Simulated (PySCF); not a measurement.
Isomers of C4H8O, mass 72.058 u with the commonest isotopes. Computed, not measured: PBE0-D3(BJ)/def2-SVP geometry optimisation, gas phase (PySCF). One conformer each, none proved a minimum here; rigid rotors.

Question: Order these by rotational constant A, largest first.
A. `[CH3:1][O:2][CH:3]1[CH2:4][CH2:5]1` with C1–O2–C3–C4 -152°
B. `[CH3:1][CH2:2][CH2:3][CH:4]=[O:5]` with C1–C2–C3–C4 179°, C2–C3–C4–O5 -1°
C. `[CH3:1]/[CH:2]=[CH:3]\[CH2:4][OH:5]` with C2–C3–C4–O5 -128°, C3–C4–O5–H 56° ((Z)-2-buten-1-ol)
D. `[OH:1][CH:2]1[CH2:3][CH2:4][CH2:5]1` with H–O1–C2–C3 176°, O1–C2–C3–C4 143°, C2–C3–C4–C5 -21°, C3–C4–C5–C2 20°, O1–C2–C5–C4 -139°

Answer: B (15138 MHz), A (13113 MHz), C (12564 MHz), D (10284 MHz).

Question: Order these by out-of-plane moment Σ m c² = (Ia + Ib − Ic)/2, smallest first.
A. `[OH:1][CH:2]1[CH2:3][CH2:4][CH2:5]1` with H–O1–C2–C3 176°, O1–C2–C3–C4 143°, C2–C3–C4–C5 -21°, C3–C4–C5–C2 20°, O1–C2–C5–C4 -139° (cyclobutanol)
B. `[CH3:1][CH2:2][CH2:3][CH:4]=[O:5]` with C1–C2–C3–C4 179°, C2–C3–C4–O5 -1°
C. `[CH3:1][O:2][CH:3]1[CH2:4][CH2:5]1` with C1–O2–C3–C4 -152°

Answer: B (4.68 u·Å²), A (9.51 u·Å²), C (10.77 u·Å²).

Question: Order these by rotational constant B, smallest first.
A. `[OH:1][CH:2]1[CH2:3][CH2:4][CH2:5]1` with H–O1–C2–C3 176°, O1–C2–C3–C4 143°, C2–C3–C4–C5 -21°, C3–C4–C5–C2 20°, O1–C2–C5–C4 -139°
B. `[CH3:1][O:2][CH:3]1[CH2:4][CH2:5]1` with C1–O2–C3–C4 -152° (cyclopropyl methyl ether)
C. `[CH3:1][CH2:2][CH2:3][CH:4]=[O:5]` with C1–C2–C3–C4 179°, C2–C3–C4–O5 -1°

Answer: C (2566 MHz), B (3546 MHz), A (4369 MHz).

```json
{"SMILES": "COC1CC1", "point group": "C1", "Ia (u·Å²)": "38.54", "Ib (u·Å²)": "142.51", "Ic (u·Å²)": "159.51", "κ": "-0.92", "μa (D)": "0.10", "μb (D)": "1.02", "μc (D)": "0.61"}
{"SMILES": "CCCC=O", "point group": "–", "Ia (u·Å²)": "33.38", "Ib (u·Å²)": "196.92", "Ic (u·Å²)": "220.96", "κ": "-0.96", "μa (D)": "1.51", "μb (D)": "2.00", "μc (D)": "0.01"}
{"SMILES": "C/C=C\\CO", "point group": "C1", "Ia (u·Å²)": "40.22", "Ib (u·Å²)": "196.09", "Ic (u·Å²)": "214.42", "κ": "-0.96", "μa (D)": "1.80", "μb (D)": "0.32", "μc (D)": "0.59"}
{"SMILES": "OC1CCC1", "point group": "–", "Ia (u·Å²)": "49.14", "Ib (u·Å²)": "115.66", "Ic (u·Å²)": "145.79", "κ": "-0.74", "μa (D)": "0.14", "μb (D)": "1.03", "μc (D)": "1.01"}
```
